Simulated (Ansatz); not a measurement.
**BSiHF+ (triplet): from Hartree-Fock to the top rungs, cc-pVDZ**

The task here is to estimate one member of a computed series from the others.

The runs use Ansatz 0.2.0, Gaussian basis; cc-pVDZ, core rule «outside noble gas», up to 7 orbitals frozen.

Plan: UHF; CCSD(T) on ROHF; CCSD(T) on UHF; BCCD(T) on ROHF; CISD; CCSDT(Q) on ROHF; CCSDT(Q) on UHF; CASSCF and NEVPT2, 10 electrons in 10 orbitals.

25 further runs of the same task are left out: 13 that didn't finish, 12 set aside as unsound or not needed.

## The geometry

The geometry is a PBE0/def2-TZVP stationary point (not a proven minimum) of the parent state, kept for this charge and spin.

4 atoms, charge 1, spin multiplicity 3.

Atoms are counted from 1 here; the program's logs count them from 0.

Bond lengths: B1–Si2 1.844 Å, Si2–F3 1.594 Å, Si2–H4 1.480 Å. Angles: B1–Si2–F3 125.8°, B1–Si2–H4 130.2°, F3–Si2–H4 104.0°.

Set-up of the first run:

Input file in.yaml:

```yaml
crystal:
  periodic: [false, false, false]
  atoms:
    - {symbol: B, position_ang: [0.000000, -0.501036, 1.797314]}
    - {symbol: Si, position_ang: [0.000000, 0.361580, 0.166961]}
    - {symbol: F, position_ang: [0.000000, -0.345292, -1.261620]}
    - {symbol: H, position_ang: [0.000000, 1.807190, -0.149981]}
basis:
  gaussian: {orbitals: cc-pVDZ}
total_charge: 1
magnetization: {spin_polarized: true, initial_magnetization: 2}
hamiltonian: {xc: hf}
output: {orbitals: {seedname: orbitals}}
```

The run is started by

```bash
$ ansatz run in.yaml --threads 1 --pin off --events-out ev --progress --plain --max-ram 2393MiB
```

Steps of the session up to this table: UHF; CCSD(T) on ROHF; CCSD(T) on UHF; BCCD(T) on ROHF; CISD; CCSDT(Q) on ROHF; CCSDT(Q) on UHF; CASSCF and NEVPT2, 10 electrons in 10 orbitals.

One of the session's tables, all rows but one given; the rest of the session is left out.

| method | from UCCSDT(Q) (kJ/mol) |
| --- | --- |
| ROHF | ? |
| UHF | +852.8 |
| RMP2 | +90.6 |
| UMP2 | +90.5 |
| CISD | +92.3 |
| RCCSD | +24.3 |
| UCCSD | +24.2 |
| RCCSD(T) | +5.1 |
| UCCSD(T) | +5.1 |
| BCCD(T) | +4.5 |
| RCCSDT | +1.9 |
| UCCSDT | +1.9 |
| RCCSDT(Q) | +0.4 |
| UCCSDT(Q) | 0 |

**Question.** Estimate the row for ROHF.

**Answer.** from UCCSDT(Q) (kJ/mol): +857.0. In the column «from UCCSDT(Q) (kJ/mol)» it is the highest.

Left out of the table: CASSCF frontier, NEVPT2 frontier (the active space lost an orbital or holds another state than full CI finds).

Caveats from the session: Restricted and unrestricted rows rest on different reference determinants; where their highest levels disagree by more than a few hundredths of an eV, they describe different states and don't form one ladder. Warnings in the runs' records: passed over end.
